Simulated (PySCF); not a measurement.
Compound: SiH2Me(SiH3), CH8Si2.
SMILES: `[H][Si]([H])(C)[SiH3]`

Computed, not measured: PBE0-D3(BJ)/def2-SVP geometry optimisation, gas phase (PySCF).

Take the most abundant isotopes and a rigid rotor. 

Problem. What are A, B and C (MHz)?

Solution. Ia = 38.76, Ib = 158.86, Ic = 182.60 u·Å²; 505379 MHz·u·Å²/I gives A = 13040, B = 3181, C = 2768 MHz.

Problem. What kind of rotor is it?

Solution. A near-prolate asymmetric top; Ray's κ = -0.919.

Problem. What does the inertial defect say?

Solution. Not planar: Δ = Ic − Ia − Ib = -15.01 u·Å². For a rigid frame Δ = −2 Σ m c², so Σ m c² = 7.51 u·Å² lies off the ab plane, practically all of it from hydrogen. The atom farthest from that plane is 1.25 Å away.

Problem. Give the coordinates in the principal-axis frame, origin at the centre of mass.

Solution. The sense of each axis is arbitrary; atoms in the order of the calculation.
```
atom  mass (u)   a (Å)   b (Å)   c (Å)
 Si1    27.977  -0.653   0.613   0.000
  H2     1.008  -0.841   1.479   1.208
  H3     1.008  -0.843   1.478  -1.209
  C4    12.000  -1.903  -0.798   0.000
  H5     1.008  -2.931  -0.406   0.034
  H6     1.008  -1.755  -1.451   0.873
  H7     1.008  -1.798  -1.410  -0.909
 Si8    27.977   1.544  -0.216   0.000
  H9     1.008   1.797  -1.001   1.249
 H10     1.008   2.546   0.892  -0.076
 H11     1.008   1.752  -1.125  -1.171
```

Problem. Which types of transition are allowed, and where do some lines up to J = 2 fall?

Solution. The dipole components are |μa| = 0.78 D, |μb| = 0.46 D, |μc| = 0.00 D. Intensities carry the squares of the components, which stand as 1.00 : 0.35 : 0.00 (a : b : c). Some lines, for components of 0.1 D or more:

| type | branch | J(Ka,Kc) | MHz | lower level (cm⁻¹) |
| --- | --- | --- | --- | --- |
| a | Q | 1(1,0) ← 1(1,1) | 414 | 0.527 |
| b | R | 2(0,2) ← 1(1,1) | 2026 | 0.527 |
| a | R | 1(0,1) ← 0(0,0) | 5949 | 0.000 |
| b | Q | 1(1,0) ← 1(0,1) | 10273 | 0.198 |
| b | Q | 2(1,1) ← 2(0,2) | 10699 | 0.595 |
| a | R | 2(1,2) ← 1(1,1) | 11484 | 0.527 |
| a | R | 2(0,2) ← 1(0,1) | 11885 | 0.198 |
| a | R | 2(1,1) ← 1(1,0) | 12312 | 0.541 |
| b | Q | 2(2,0) ← 2(1,1) | 29590 | 0.952 |
| b | R | 2(2,1) ← 1(1,0) | 41889 | 0.541 |
| b | R | 2(2,0) ← 1(1,1) | 42315 | 0.527 |

No frequency check. No vibrational averaging or centrifugal distortion is included, and the geometry carries the error of its method. A rigid rotor knows nothing of internal rotation, which can split or shift real lines.

Hardware: one thread of an x86-64 server, on a shared host. Cost: 11 s of wall time. These figures are those of the optimisation.
